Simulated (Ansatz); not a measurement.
System: hcp Zr. Method: revPBE in Ansatz (plane waves, PAW).

Settings: plane-wave cutoff 520 eV, 24×24×12 k mesh (along the axes of the cell as run), Fermi–Dirac smearing 0.034 eV (set by the program), scalar-relativistic PAW data made under PBE.

Computed at the level's own relaxed cell.

```
CELL_PARAMETERS angstrom
      3.25244     0.00000     0.00000
     -1.62622     2.81670     0.00000
      0.00000     0.00000     5.19590
ATOMIC_POSITIONS crystal
  Zr 0.66667 0.33333 0.75000
  Zr 0.33333 0.66667 0.25000
```

Question: Give the elastic tensor (Voigt notation, GPa, ions relaxed, in the Cartesian axes of the cell as printed).

Answer: 
```
  140.7    62.4    62.5     0.0     0.0     0.0
   62.4   140.7    62.5     0.0     0.0     0.0
   62.5    62.5   157.3     0.0     0.0     0.0
    0.0     0.0     0.0    28.4     0.0     0.0
    0.0     0.0     0.0     0.0    28.4     0.0
    0.0     0.0     0.0     0.0     0.0    39.2
```

Measured, for comparison: elastic constant C11 155 GPa, elastic constant C12 67.2 GPa, elastic constant C44 36.3 GPa, elastic constant C33 172 GPa, elastic constant C13 64.6 GPa (4 K, zero-point motion not removed; as tabulated in Clouet (2012), arXiv:1210.1082). Computed (rounded) less measured: elastic constant C11 -9 %, elastic constant C12 -7 %, elastic constant C44 -22 %, elastic constant C33 -9 %, elastic constant C13 -3 %.

Ansatz is a first-principles code.
